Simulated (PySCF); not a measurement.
Job file and geometry (Å, from GFN2-xTB) of an NMR shielding run on `CCCPC`, C4H11P, PySCF 2.14.0, density-fitted response routines, GIAO PBE0/pcSseg-1 NMR shielding, non-relativistic, gas phase; density fitting, a coarse starting grid and PySCF grid level 2 are the driver's defaults:

```
$ OMP_NUM_THREADS=1 python probes_run.py task.json out

{"job": {"kind": "nmr", "xc": "PBE0", "basis": "pcSseg-1"}, "charge": 0, "multiplicity": 1}
C     -2.010702     0.376653     0.604788
C     -1.060855     0.106870    -0.553290
C     -0.044805    -0.979525    -0.212808
P      0.996888    -0.562239     1.279968
C      2.106468     0.710394     0.517867
H     -2.720048     1.160120     0.348170
H     -2.564303    -0.524125     0.860204
H     -1.445951     0.690002     1.482066
H     -0.536077     1.029105    -0.814820
H     -1.631119    -0.206076    -1.432604
H      0.611056    -1.165918    -1.068845
H     -0.568237    -1.910647     0.023337
H      1.878323    -1.634359     1.077900
H      1.569822     1.654913     0.440788
H      2.449098     0.404396    -0.469280
H      2.962843     0.859379     1.172632
```

Q: What does the program print?

A: 
```
coarse grid: 12792 points
cycle   1  E = -499.9567882984  dE =  1.977e-01  |g| = 4.000e-01  |ddm| = 3.322e+00
cycle   2  E = -499.9432498661  dE =  1.354e-02  |g| = 4.638e-01  |ddm| = 7.300e-01
cycle   3  E = -499.9996478252  dE = -5.640e-02  |g| = 3.493e-02  |ddm| = 4.118e-01
cycle   4  E = -499.9999372265  dE = -2.894e-04  |g| = 1.459e-02  |ddm| = 6.353e-02
cycle   5  E = -499.9999887306  dE = -5.150e-05  |g| = 4.416e-03  |ddm| = 1.746e-02
cycle   6  E = -499.9999934380  dE = -4.707e-06  |g| = 1.021e-03  |ddm| = 4.869e-03
final grid: 115856 points
cycle   7  E = -500.0310262211  dE = -2.867e-05  |g| = 8.641e-03  |ddm| = 2.571e-02
cycle   8  E = -500.0310160970  dE =  1.012e-05  |g| = 1.068e-02  |ddm| = 1.569e-02
cycle   9  E = -500.0310454037  dE = -2.931e-05  |g| = 4.336e-04  |ddm| = 9.184e-03
cycle  10  E = -500.0310454506  dE = -4.695e-08  |g| = 1.619e-04  |ddm| = 6.814e-04
cycle  11  E = -500.0310454569  dE = -6.255e-09  |g| = 4.095e-05  |ddm| = 1.550e-04
cycle  12  E = -500.0310454573  dE = -4.266e-10  |g| = 1.208e-05  |ddm| = 5.420e-05
converged SCF energy = -500.0310454573

GIAO shielding tensors (ppm)
atom      isotropic    diamagn.    paramagn.     s11        s22        s33       span
  0 C      172.044     247.701     -75.657    159.607    172.565    183.958     24.351
  1 C      165.754     247.412     -81.658    157.530    167.243    172.490     14.960
  2 C      155.645     252.746     -97.101    150.112    157.993    158.830      8.718
  3 P      442.472     966.129    -523.657    384.941    441.676    500.799    115.858
  4 C      179.747     252.971     -73.224    163.584    183.124    192.533     28.950
  5 H       30.681      28.769       1.912     26.197     27.760     38.087     11.889
  6 H       31.110      29.627       1.483     27.061     28.621     37.649     10.589
  7 H       30.007      29.899       0.108     24.208     31.243     34.570     10.362
  8 H       30.413      32.735      -2.322     25.740     30.161     35.336      9.595
  9 H       29.919      30.820      -0.901     24.393     28.266     37.098     12.705
 10 H       29.634      32.980      -3.346     24.095     28.908     35.899     11.804
 11 H       30.218      32.161      -1.942     25.666     28.568     36.421     10.756
 12 H       28.568      30.458      -1.890     23.592     27.087     35.025     11.433
 13 H       30.610      31.643      -1.033     25.798     29.535     36.497     10.699
 14 H       30.642      31.429      -0.787     26.034     28.257     37.634     11.599
 15 H       30.686      28.958       1.728     25.853     27.481     38.725     12.872
```

Size and cost of the density-fitted run: 147 basis functions, of the order of 60 core-seconds.
